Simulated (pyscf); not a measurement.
H₃C–ZnH + HF -> CH₄ + F–ZnH (four-centre exchange; singlet surface; C–Zn, F–H broken, C–H, F–Zn formed). PySCF, gas phase, ωB97X-D3(BJ)/def2-SVP geometries. MP2 and CC: frozen core, UHF for open shells. ΔMP2 is the change of the MP2 total energy from the triple- to the quadruple-zeta basis. Rate constants from transition-state theory, CCSD(T)/def2-TZVPP + ΔMP2(QZVPP) energies (ideal gas, 1 atm, RRHO with modes under 100 cm⁻¹ raised to 100, one conformer, R ln 2 for chiral ones without a mode under 150 cm⁻¹; no tunnelling), k in cm³ molecule⁻¹ s⁻¹.

| T (K) | 1000/T | log10 k |
|---|---|---|
| 298 | 3.354 | -18.21 |
| 600 | 1.667 | -15.02 |
| 900 | 1.111 | ? |
| 1200 | 0.833 | -13.10 |

Q: Fit an Arrhenius line to the three values, give the activation energy, and predict k at 900 K.

A: Least squares gives log10 k = -11.53 − 2.01 × 1000/T, so Ea = 2.01 × ln 10 × 1.987 = 9.2 kcal/mol, against an electronic barrier of 8.8. At 900 K the line gives -13.76; the computed value is -13.81 (ΔG‡ = 33.6 kcal/mol), close to the line. This is the saddle that the search found; another between the same sides may lie lower. The CCSD(T) − MP2 part came from Ansatz, without density fitting, on the same reference. The frozen core leaves the outer d or s,p core shells of the metals and heavy elements correlated in the MP2 and CC values, and def2-TZVPP describes them poorly, which can shift differences by a few kcal/mol. Elements up to Kr have no core potential and no relativistic terms here.
